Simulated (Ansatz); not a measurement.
fcc Ca, treated with PBE0-D3(BJ) (plane waves, PAW; Ansatz, a program for electronic structure).

Input:

Ansatz 0.2 input:
```yaml
crystal:
  lattice:
    - [0.0, 2.7199129624, 2.7199129624]
    - [2.7199129624, 0.0, 2.7199129624]
    - [2.7199129624, 2.7199129624, 0.0]
  atoms:
    - { symbol: Ca, position: [0.0, 0.0, 0.0] }
basis:
  ecutwfc: 460
  ecutrho_ratio: 4
  xc_grid: 2
kpoints:
  mp_grid: { grid: [10, 10, 10] }
hamiltonian:
  xc: pbe0
  dispersion: d3bj
  pseudopotentials: { kind: paw }
scf:
  occupations: { method: fermi_dirac, width: 0.05 }
  convergence: { dr2_threshold: 0.0000000001 }
output:
  forces: false
  stress: true
  eigenvalues: true
```

**Question.** How many irreducible k-points, plane waves at Γ does the program set up, and what pressure does the run end with?

**Answer.** 47 irreducible k-points, 893 plane waves at Γ; P = 0.51 GPa, so the cell is compressed on average and its volume would grow at this level.

Output (set-up and result lines):

```
WARN output.stress: scf.exx.energy_threshold = 1e-6 eV is looser than the 1e-8 eV advised for a stress under a hybrid functional (1e-8 eV for each atom of the …
Crystal: 1 atoms, lattice volume = 40.243 Å³
Basis set: ecut = 460 eV, 893 PW (Γ), exchange–correlation on 54×54×54 points (8 copies of the dense FFT grid, shifted against one another)
Bands: 9, of which v1, the nominal top of the filled ones, is band 5 counted from 1 (4 counted from 0)
Symmetry: 48 space group operations
Space group: Fm-3m (ITA 225), of the structure as read, at distance tolerance 3.4e-5 Å
k-points: 47 of 1000
Functional: x = pbe(κ = 0.804, μ = 0.2195149727645171), c = pbe(β = 0.06672455060314922), warm-up for x = 0.75 pbe(κ = 0.804, μ = 0.2195149727645171) + 0.25 exact, c = pbe(β = 0.06672455060314922)
SCF iter   1: F=—  HF=-1817.138043 eV  |F-HF|=—  |Δ(HF+E_count)|=         —  Δρ=1.05e-3  dr2=5.32e-4
SCF iter   2: F=—  HF=-1817.138306 eV  |F-HF|=—  |Δ(HF+E_count)|=   2.63e-4  Δρ=6.55e-4  dr2=2.43e-4
  ...
SCF 1 converged in 8 iterations: F = -1817.138341 eV  dr2 = 2.68e-11
Crystal: 1 atoms, lattice volume = 40.243 Å³
Initial density: handed on by an earlier stage of this run
Functional: x = 0.75 pbe(κ = 0.804, μ = 0.2195149727645171) + 0.25 exact, c = pbe(β = 0.06672455060314922)
SCF 2 converged in 6 iterations: F = -1818.086249 eV  dr2 = 6.93e-12
Crystal: 1 atoms, lattice volume = 40.243 Å³
SCF 3 converged in 6 iterations: F = -1818.099518 eV  dr2 = 5.82e-12
Crystal: 1 atoms, lattice volume = 40.243 Å³
Crystal: 1 atoms, lattice volume = 40.243 Å³
SCF 5 converged in 9 iterations: F = -1818.100846 eV  dr2 = 6.34e-12
Crystal: 1 atoms, lattice volume = 40.243 Å³
SCF iter   1: F=—  HF=-1818.100846 eV  |F-HF|=—  |Δ(HF+E_count)|=         —  Δρ=3.33e-7  dr2=3.12e-11
SCF iter   2: F=-1818.100846 eV  HF=-1818.100846 eV  |F-HF|=3.41e-12  |Δ(HF+E_count)|=  6.82e-13  Δρ=1.28e-7  dr2=4.39e-12
SCF 6 converged in 2 iterations: F = -1818.100846 eV  dr2 = 4.39e-12
Free energy (F): -1818.100846 eV
Internal energy: -1818.098803 eV  (E = F + TS)
E sigma→0 (E₀):  -1818.099824 eV
Fermi energy:    5.369540 eV
--- Stress (GPa, compression-positive) ---
        0.511724       0.000000       0.000000
        0.000000       0.511724       0.000000
        0.000000      -0.000000       0.511724
  P = ⅓ Tr σ = 0.5117 GPa (5.117 kbar)
```

The cell is one volume of an energy–volume scan, off the minimum.

The PAW data were made under PBE.

Note: the run warned that the count of filled bands differs between k points.

Computing time: around 70 core-seconds (rough).
